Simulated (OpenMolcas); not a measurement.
# One shape, several levels: HOF (hypofluorous acid)

We compute a comparison of 6 runs (HF/STO-3G, BLYP/aug-cc-pVTZ, SVWN5/aug-cc-pVTZ, revPBE/aug-cc-pVTZ, MP2/aug-cc-pVTZ, CCSD(T)/aug-cc-pVTZ) of HOF (hypofluorous acid). 

The calculation is run with OpenMolcas 26.06.

1 further run of the same task is left out (set aside as unsound or not needed).

### Step 1. The molecule

The species is HOF (3 atoms), meant as a singlet with charge 0. SMILES: `OF`. The shape is that of a PBE0-D4/def2-TZVP optimisation.

Bond lengths: O1–F2 1.406 Å, O1–H3 0.969 Å. Angles: F2–O1–H3 99.1°.

### Step 2. Energy and forces at HF/STO-3G (run 1)

File run.input:

```
* FHO Hartree-Fock
&GATEWAY
BasLib=$CurrDir
Coord
3
bohr
O      0.81369717    -0.39748499     0.40880445
F     -0.41934912     1.91735392    -0.02074919
H     -0.39436694    -1.51986893    -0.38805526
Basis=STO-3G
Group=NoSym
&SEWARD
&SCF
Thresholds=1e-10 1e-07 1e-07 1e-05
PrOrbitals=1 2
&ALASKA
```

The basis set STO-3G is read from a file made from the Basis Set Exchange's data (not shown).

Started as:

```
$ export MOLCAS_MEM=1860
$ pymolcas run.input > run.log
```

The program printed:

```text
--- Start Module: gateway ---
[...]
--- Stop Module: gateway /rc=_RC_ALL_IS_WELL_ ---
[...]
      Basis functions           11
[...]
--- Start Module: scf ---
[...]
       Convergence after  11 Iterations
[...]
::    Total SCF energy                               -172.3689505255
[...]
      Total spin, S                                     0.0000000000
[...]
      Total electronic charge=   18.000000
      Total            charge=   -0.000000
[...]
      Dipole Moment (debye):
      Origin of the operator (angstrom)=    0.0684    0.4195    0.0846
                   X= -9.3502E-01               Y= -9.6251E-01               Z= -6.2716E-01           Total=  1.4812E+00
      Quadrupole Moment (debye*angstrom):
[...]
--- Stop Module: scf /rc=_RC_ALL_IS_WELL_ ---
--- Start Module: alaska ---
[...]
 *              Molecular gradients               *
 **************************************************
  Irreducible representation: a
 ------------------------------------------------------------------------------------------
                              X                       Y                       Z
 ------------------------------------------------------------------------------------------
  O1                4.77976563708893E-03   -9.11534591811183E-02   -7.44921184388625E-03
  F2               -3.40268104341783E-02    5.89930789784638E-02   -1.23958000722846E-02
  H3                2.92470447970881E-02    3.21603802026691E-02    1.98450119161713E-02
 ------------------------------------------------------------------------------------------
--- Stop Module: alaska /rc=_RC_ALL_IS_WELL_ ---
[...]
```

It took 1.5 s on 1 thread of Arm Neoverse V2, shared host; peak memory 0.37 GiB.

### Step 3. Energy and gradient at BLYP/aug-cc-pVTZ (run 2)

File calc.inp:

```
>>> EXPORT MOLCAS_PRINT=2

&gateway
 baslib=$CurrDir
 coord
 3
 bohr
 O      0.81369717    -0.39748499     0.40880445
 F     -0.41934912     1.91735392    -0.02074919
 H     -0.39436694    -1.51986893    -0.38805526
 basis=aug-cc-pVTZ
 group=NoSym

&seward
 gridinput
 Grid=UltraFine
 End of Grid

&scf
 ksdft=BLYP
 thresholds=1e-10 1e-07 1e-07 1e-05
 prorbitals=1

&alaska
```

The basis set aug-cc-pVTZ is read from a file made from the Basis Set Exchange's data (not shown).

Started as:

```
$ export MOLCAS_MEM=1860
$ pymolcas calc.inp > calc.log
```

The program printed:

```text
--- Start Module: gateway ---
[...]
--- Stop Module: gateway /rc=_RC_ALL_IS_WELL_ ---
[...]
      Basis functions          115
[...]
--- Start Module: scf ---
[...]
       Convergence after  14 Iterations
[...]
::    Total KS-DFT energy                            -175.6036318145
[...]
      Total spin, S                                     0.0000000000
[...]
      Total electronic charge=   18.000000
      Total            charge=   -0.000000
[...]
      Dipole Moment (debye):
      Origin of the operator (angstrom)=    0.0684    0.4195    0.0846
                   X= -8.2879E-01               Y= -1.5054E+00               Z= -6.2824E-01           Total=  1.8297E+00
      Quadrupole Moment (debye*angstrom):
[...]
--- Stop Module: scf /rc=_RC_ALL_IS_WELL_ ---
[...]
--- Start Module: alaska ---
[...]
 *              Molecular gradients               *
 **************************************************
  Irreducible representation: a
 ------------------------------------------------------------------------------------------
                              X                       Y                       Z
 ------------------------------------------------------------------------------------------
  O1               -2.38770046913306E-02    2.50872045403421E-02   -1.05070416637543E-02
  F2                1.68561832493914E-02   -3.33072599355368E-02    5.68776010302541E-03
  H3                7.02082144194649E-03    8.22005539518145E-03    4.81928156072620E-03
 ------------------------------------------------------------------------------------------
--- Stop Module: alaska /rc=_RC_ALL_IS_WELL_ ---
[...]
```

Run time: 33 s. Hardware: 1 thread of Arm Neoverse V2, shared host; peak memory 0.7 GiB.

Runs 3 to 5 aren't shown in full; the table further down has their settings and results.

### Step 4. A single-point energy at CCSD(T)/aug-cc-pVTZ (Cholesky decomposition) (run 6)

File test.input:

```
* FHO CCSD(T)

&gateway
  baslib = $CurrDir
  coord
  3
  bohr
  O      0.81369717    -0.39748499     0.40880445
  F     -0.41934912     1.91735392    -0.02074919
  H     -0.39436694    -1.51986893    -0.38805526
  basis = aug-cc-pVTZ
  group = NoSym

&seward
  high

&scf
  thresholds = 1e-10 1e-07 1e-07 1e-05
  prorbitals = 0

&chcc
  frozen = 2
  threshold = 1e-08
  maxiterations = 80

&cht3
  frozen = 2
```

The basis set aug-cc-pVTZ is read from a file made from the Basis Set Exchange's data (not shown).

Started as:

```
$ export MOLCAS_MEM=1860
$ pymolcas test.input > test.log
```

The program printed:

```text
--- Start Module: gateway ---
[...]
--- Stop Module: gateway /rc=_RC_ALL_IS_WELL_ ---
[...]
      Basis functions          115
[...]
       Convergence after  14 Iterations
[...]
::    Total SCF energy                               -174.8094143182
[...]
      Total spin, S                                     0.0000000000
[...]
      Total electronic charge=   18.000000
      Total            charge=   -0.000000
[...]
      Dipole Moment (debye):
      Origin of the operator (angstrom)=    0.0684    0.4195    0.0846
                   X= -8.3703E-01               Y= -1.8285E+00               Z= -6.6867E-01           Total=  2.1193E+00
      Quadrupole Moment (debye*angstrom):
[...]
--- Start Module: chcc ---
[...]
--- Stop Module: chcc /rc=_RC_ALL_IS_WELL_ ---
[...]
--- Start Module: cht3 ---
[...]
--- Stop Module: cht3 /rc=_RC_ALL_IS_WELL_ ---
[...]
```

Wall time 5.7 min (1 thread of Arm Neoverse V2, shared host); peak memory 0.3 GiB.

### Step 5. The series

| run | level | integration grid | task | energy (Eh) | dipole moment (D) of the reference | HOMO energy (eV) | LUMO energy (eV) | wall time |
| --- | --- | --- | --- | --- | --- | --- | --- | --- |
| 1 | HF/STO-3G | – | gradient | -172.368951 | 1.48 | -10.69 | 11.78 | 1.5 s |
| 2 | BLYP/aug-cc-pVTZ | UltraFine | gradient | -175.603632 | 1.83 | -7.20 | -2.84 | 33 s |
| 3 | SVWN5/aug-cc-pVTZ | UltraFine | gradient | -174.444235 | 1.87 | -7.36 | -3.19 | 24 s |
| 4 | revPBE/aug-cc-pVTZ | UltraFine | gradient | -175.562332 | 1.80 | -7.13 | -2.75 | 34 s |
| 5 | MP2/aug-cc-pVTZ | – | energy | -175.326416 | 2.12 | -14.74 | 0.79 | 16 s |
| 6 | CCSD(T)/aug-cc-pVTZ (Cholesky decomposition) | – | energy | -175.350653 | 2.12 | -14.74 | 0.79 | 5.7 min |

### Step 6. What came out

```
                                          quantity          value
                               run 6: total energy  -175.35065 Eh
         run 6: dipole moment (mean-field density)         2.12 D
        run 6: HOMO energy (Hartree–Fock orbitals)      -14.74 eV
        run 6: LUMO energy (Hartree–Fock orbitals)        0.79 eV
      run 6: HOMO–LUMO gap (Hartree–Fock orbitals)       15.53 eV
run 6: correlation energy (2 core orbitals frozen)     -541.2 mEh
                             run 6: (T) correction     -19.26 mEh
```

In words: Over runs 1, 2, 3, 4 the dipole moment (its size) runs from 1.48 D (HF/STO-3G) to 1.87 D (SVWN5/aug-cc-pVTZ). The two ends differ in method and basis. Over runs 1, 2, 3, 4 the HOMO–LUMO gap runs from 4.17 eV (SVWN5/aug-cc-pVTZ) to 22.47 eV (HF/STO-3G). Totals of different functionals can't be ranked against each other. In run 1 the basis is minimal, so the values are rough. All runs together took 7.5 min, the longest 5.7 min.
